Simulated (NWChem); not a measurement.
System: Na cation

Input file for NWChem:

```
start job
memory heap 200 mb stack 900 mb global 1100 mb
charge 1
geometry units angstroms noautoz
  Na     0.000000     0.000000     0.000000
end
basis spherical
  * library 6-311++g**
end
dft
  xc pbe0
  iterations 150
  mulliken
end
task dft energy
```

Output (shortened):

```
             Northwest Computational Chemistry Package (NWChem) 7.3.0
             --------------------------------------------------------

                             Geometry "geometry" -> ""
                             -------------------------

 Output coordinates in angstroms (scale by  1.889725989 to convert to a.u.)

  No.       Tag          Charge          X              Y              Z
 ---- ---------------- ---------- -------------- -------------- --------------
    1 Na                  11.0000     0.00000000     0.00000000     0.00000000

 Effective nuclear repulsion energy (a.u.)       0.0000000000

                                 NWChem DFT Module
                                 -----------------

 Summary of "ao basis" -> "ao basis" (spherical)
 ------------------------------------------------------------------------------
       Tag                 Description            Shells   Functions and Types
 ---------------- ------------------------------  ------  ---------------------
 Na                        6-311++g**               14       30   7s6p1d

            General Information
            -------------------
          SCF calculation type: DFT
          Wavefunction type:  closed shell.
          No. of atoms     :     1
          No. of electrons :    10
           Alpha electrons :     5
            Beta electrons :     5
          Charge           :     1
          Spin multiplicity:     1
          Use of symmetry is: off; symmetry adaption is: off
          Maximum number of iterations: 150
          AO basis - number of functions:    30
                     number of shells:    14
          Convergence on energy requested:  1.00D-06
          Convergence on density requested:  1.00D-05
          Convergence on gradient requested:  5.00D-04

              XC Information
              --------------
                         PBE0 Method XC Functional
                     Hartree-Fock (Exact) Exchange  0.250
          PerdewBurkeErnzerhof Exchange Functional  0.750
            Perdew 1991 LDA Correlation Functional  1.000 local
           PerdewBurkeErnz. Correlation Functional  1.000 non-local

             Grid Information
             ----------------
          Grid used for XC integration:  medium
          Radial quadrature: Mura-Knowles
          Angular quadrature: Lebedev.
          Tag              B.-S. Rad. Rad. Pts. Rad. Cut. Ang. Pts.
          ---              ---------- --------- --------- ---------
          Na                  1.80       88          19.0       434
          Grid pruning is: on
          Number of quadrature shells:    88
          Spatial weights used:  Erf1

      Superposition of Atomic Density Guess
      -------------------------------------

 Sum of atomic energies:        -161.84594030

 Renormalizing density from      11.00 to     10

      Non-variational initial energy
      ------------------------------

 Total energy =    -152.543354
 1-e energy   =    -207.138751
 2-e energy   =      54.595397
 HOMO         =      -2.566956
 LUMO         =      -0.369614

     ---------------------------------------------
      Total Density - Mulliken Population Analysis
     ---------------------------------------------

    Atom       Charge   Shell Charges
 -----------   ------   -------------------------------------------------------
    1 Na  11    10.00   0.71  1.28  1.34  0.67  0.01 -0.00  2.74  3.29 -0.04  0.01 -0.00  0.00  0.00  0.00

   convergence    iter        energy       DeltaE   RMS-Dens  Diis-err
 ---------------- ----- ----------------- --------- --------- ---------
 d= 0,ls=0.0,diis     1   -161.7423419346 -1.62D+02  3.07D-02  6.44D+00
 d= 0,ls=0.0,diis     2   -161.8432277776 -1.01D-01  1.32D-02  3.39D+00
 d= 0,ls=0.0,diis     3   -161.9754586686 -1.32D-01  5.05D-04  3.25D-03
 d= 0,ls=0.0,diis     4   -161.9756100586 -1.51D-04  9.66D-06  3.12D-06
 d= 0,ls=0.0,diis     5   -161.9756102978 -2.39D-07  1.49D-06  1.91D-08

         Total DFT energy =     -161.975610297844
      One electron energy =     -224.794993745654
           Coulomb energy =       77.013087163408
    Exchange-Corr. energy =      -14.193703715598
 Nuclear repulsion energy =        0.000000000000

 Numeric. integr. density =        9.999999999978

                       DFT Final Molecular Orbital Analysis
                       ------------------------------------

 Vector    3  Occ=2.000000D+00  E=-1.458085D+00
              MO Center= -1.6D-15, -1.1D-16,  8.8D-16, r^2= 2.3D-01
   Bfn.  Coefficient  Atom+Function         Bfn.  Coefficient  Atom+Function
  ----- ------------  ---------------      ----- ------------  ---------------
    10      0.457464  1 Na px                11     -0.444316  1 Na py
     7      0.337854  1 Na px                 8     -0.328143  1 Na py
    12     -0.055411  1 Na pz                 9     -0.040923  1 Na pz
    13      0.039037  1 Na px                14     -0.037915  1 Na py

 Vector    4  Occ=2.000000D+00  E=-1.458085D+00
              MO Center= -7.9D-15,  1.7D-14,  2.3D-14, r^2= 2.3D-01
   Bfn.  Coefficient  Atom+Function         Bfn.  Coefficient  Atom+Function
  ----- ------------  ---------------      ----- ------------  ---------------
    10      0.447189  1 Na px                11      0.449382  1 Na py
     7      0.330265  1 Na px                 8      0.331885  1 Na py
    12      0.088529  1 Na pz                 9      0.065382  1 Na pz
    13      0.038161  1 Na px                14      0.038348  1 Na py

 Vector    5  Occ=2.000000D+00  E=-1.458085D+00
              MO Center= -3.0D-16, -3.8D-16,  4.3D-15, r^2= 2.3D-01
   Bfn.  Coefficient  Atom+Function         Bfn.  Coefficient  Atom+Function
  ----- ------------  ---------------      ----- ------------  ---------------
    12      0.631548  1 Na pz                 9      0.466421  1 Na pz
    11     -0.101977  1 Na py                 8     -0.075314  1 Na py
    15      0.053893  1 Na pz

 Vector    6  Occ=0.000000D+00  E=-2.395399D-01
              MO Center=  5.6D-14, -2.6D-14, -3.3D-14, r^2= 4.1D+00
   Bfn.  Coefficient  Atom+Function         Bfn.  Coefficient  Atom+Function
  ----- ------------  ---------------      ----- ------------  ---------------
     5      1.096209  1 Na s                  4     -0.203348  1 Na s
     3     -0.186044  1 Na s                  6     -0.081691  1 Na s
    22      0.072030  1 Na s                  2      0.060777  1 Na s

 Vector    7  Occ=0.000000D+00  E=-1.352817D-01
              MO Center= -2.1D-14, -1.8D-15,  2.0D-14, r^2= 8.0D+00
   Bfn.  Coefficient  Atom+Function         Bfn.  Coefficient  Atom+Function
  ----- ------------  ---------------      ----- ------------  ---------------
    17      0.712624  1 Na py                14      0.202842  1 Na py
    20      0.173538  1 Na py                18      0.135605  1 Na pz
    16     -0.134624  1 Na px                11     -0.122933  1 Na py
     8     -0.079785  1 Na py                15      0.038599  1 Na pz
    13     -0.038319  1 Na px                21      0.033022  1 Na pz

 Vector    8  Occ=0.000000D+00  E=-1.352817D-01
              MO Center= -3.7D-15,  5.4D-14, -2.1D-13, r^2= 8.0D+00
   Bfn.  Coefficient  Atom+Function         Bfn.  Coefficient  Atom+Function
  ----- ------------  ---------------      ----- ------------  ---------------
    18      0.723401  1 Na pz                15      0.205910  1 Na pz
    21      0.176162  1 Na pz                17     -0.142628  1 Na py
    12     -0.124793  1 Na pz                 9     -0.080992  1 Na pz
    14     -0.040598  1 Na py                20     -0.034733  1 Na py
    16     -0.026324  1 Na px

     ---------------------------------------------
      Total Density - Mulliken Population Analysis
     ---------------------------------------------

    Atom       Charge   Shell Charges
 -----------   ------   -------------------------------------------------------
    1 Na  11    10.00   0.70  1.28  1.15  0.85  0.03 -0.01  2.33  3.54  0.14 -0.01  0.00  0.00 -0.00  0.00

     -------------------------------------------
      Total Density - Lowdin Population Analysis
     -------------------------------------------

    Atom       Charge   Shell Charges
 -----------   ------   -------------------------------------------------------
    1 Na  11    10.00   0.84  1.16  1.03  0.93  0.04  0.01  2.43  3.26  0.31  0.01  0.00  0.00  0.00  0.00
```

Level: PBE0/6-311++G** (spherical d).
